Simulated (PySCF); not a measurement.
## Assigning NMR signals

Bonds (- single, = double, # triple, : aromatic): N1#C2 1.159 Å, C2-C3 1.433 Å, C3:C4 1.403 Å, C4:C5 1.391 Å, C5:C6 1.395 Å, C6:C7 1.395 Å, C7:C8 1.391 Å, C8:C3 1.403 Å. C4 carries H9; C5 carries H10; C6 carries H11; C7 carries H12; C8 carries H13.

All values are calculated (PySCF 2.14.0 with density-fitted response routines): J couplings at B3LYP/pcJ-1 (spin–dipole term only in couplings to heteroatoms), coordinates at the PBE0-D3(BJ)/def2-SVP level, KT3/pcSseg-2 with gauge-including orbitals. Isolated molecule, averaged over atoms made equivalent by symmetry, fast rotation or ring inversion, one conformer, non-relativistic Hamiltonian.

Referencing at the same level of theory: TMS for 13C (181.31 ppm), 1H (31.35 ppm).

Problem. Assign these signals to the numbered atoms. 13C{1H} NMR (computed): δ 131.4 (CH), 129.1 (CH), 126.7 (CH), 116.7 (C), 112.4 (C).

Solution. 
```tsv
δ (ppm)	atoms	environment	reason
131.4	C4/C8	aromatic CH	the aromatic region
129.1	C6	aromatic CH	–
126.7	C5/C7	aromatic CH	–
116.7	C2	nitrile carbon	typical of a nitrile
112.4	C3	substituted aromatic carbon	–
```

Problem. Assign these signals to the numbered atoms. 1H NMR (400 MHz, computed): δ 7.60 (m, 2H), 7.43 (m, 1H), 7.37 (m, 2H).

Solution. 
7.60 → H9/H13, hydrogen on an aromatic CH: the ring current deshields protons in the ring plane
7.43 → H11, hydrogen on an aromatic CH
7.37 → H10/H12, hydrogen on an aromatic CH

H11 and H10/H12 lie closer than the usual error of such a calculation, so a measured spectrum could show them in the other order.

Multiplet labels drop couplings under 1 Hz and merge nearly equal ones. Couplings among chemically equivalent protons are left out too, so labels in AA′BB′ or AA′XX′ sets are apparent multiplicities. Unscaled 3J(H,H) at this level run about 10 % above measured values. Shifts are as computed, not scaled to solution data. Of 1211 compounds with measured shifts, 218 miss one by over three times the rms of a fit or turn the order of signals round; such compounds aren't used in these exercises.
